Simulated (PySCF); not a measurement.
Atomic charges against the basis set

Species: C4H7ClO.
SMILES with atom numbers: `[CH3:1][CH2:2][CH2:3][C:4](=[O:5])[Cl:6]` (hydrogens: H7, H8, H9 on C1; H10, H11 on C2; H12, H13 on C3)

PBE0 throughout (PySCF), one geometry, spherical d and f functions. Geometry: PBE0-D3(BJ)/def2-SVP, one conformer, isolated molecule. Atoms taken as equivalent share a column and are averaged. The first 7 of 9 kinds of atom are listed.

Mulliken charges (e):

```json
{"basis": "pcSseg-0", "functions": "72", "C1": "-0.632", "C2": "-0.528", "C3": "-0.511", "C4": "+0.254", "O5": "-0.376", "Cl6": "-0.005", "H7/H8/H9": "+0.236"}
{"basis": "cc-pVDZ", "functions": "123", "C1": "-0.079", "C2": "-0.109", "C3": "-0.050", "C4": "+0.067", "O5": "-0.138", "Cl6": "-0.116", "H7/H8/H9": "+0.048"}
{"basis": "aug-cc-pVDZ", "functions": "205", "C1": "+0.438", "C2": "+0.721", "C3": "+0.479", "C4": "+0.047", "O5": "-0.439", "Cl6": "-0.169", "H7/H8/H9": "-0.118"}
{"basis": "cc-pVTZ", "functions": "282", "C1": "-0.301", "C2": "-0.166", "C3": "-0.178", "C4": "+0.206", "O5": "-0.181", "Cl6": "-0.156", "H7/H8/H9": "+0.101"}
{"basis": "IGLO-III", "functions": "289", "C1": "-0.353", "C2": "-0.162", "C3": "-0.296", "C4": "+0.324", "O5": "-0.370", "Cl6": "-0.032", "H7/H8/H9": "+0.118"}
{"basis": "pcSseg-2", "functions": "321", "C1": "-0.061", "C2": "-0.035", "C3": "-0.074", "C4": "+0.339", "O5": "-0.297", "Cl6": "-0.161", "H7/H8/H9": "+0.032"}
```

IAO charges (e):

```csv
basis,functions,C1,C2,C3,C4,O5,Cl6,H7/H8/H9
pcSseg-0,72,-0.421,-0.265,-0.315,+0.323,-0.298,-0.114,+0.145
cc-pVDZ,123,-0.409,-0.244,-0.301,+0.378,-0.330,-0.128,+0.139
aug-cc-pVDZ,205,-0.420,-0.251,-0.305,+0.389,-0.347,-0.127,+0.142
cc-pVTZ,282,-0.424,-0.253,-0.308,+0.390,-0.347,-0.125,+0.143
IGLO-III,289,-0.424,-0.254,-0.308,+0.386,-0.352,-0.117,+0.143
pcSseg-2,321,-0.422,-0.253,-0.308,+0.389,-0.350,-0.122,+0.143
```

Some averages cover members that differ in this geometry, most widely: H7/H8/H9, Mulliken in pcSseg-2 +0.024 to +0.050 e.

Which scheme is steadiest as the basis changes?

Largest range over the bases for any column: IAO 0.07 e, Mulliken 1.25 e. IAO charges move least and Mulliken charges most, counted in e.

How much do the charges still move between the two largest bases, IGLO-III and pcSseg-2?

At most, over all atoms: Mulliken 0.292 e, IAO 0.005 e.

What do the same runs give for the total energy, the frontier levels and the dipole moment?

```
      basis  energy (Eh)  HOMO (eV)  LUMO (eV)  μ (D)
   pcSseg-0    -690.5831      -8.67      -1.12   3.21
    cc-pVDZ    -691.6760      -8.33      -0.70   2.90
aug-cc-pVDZ    -691.6931      -8.52      -1.01   3.03
    cc-pVTZ    -691.7582      -8.46      -0.88   2.95
   IGLO-III    -691.7592      -8.47      -0.95   2.93
   pcSseg-2    -691.7671      -8.53      -0.99   3.06
```

The dipole is fixed by the density alone, so its range of 0.31 D shows that the density itself changes with the basis, not only its division among atoms.
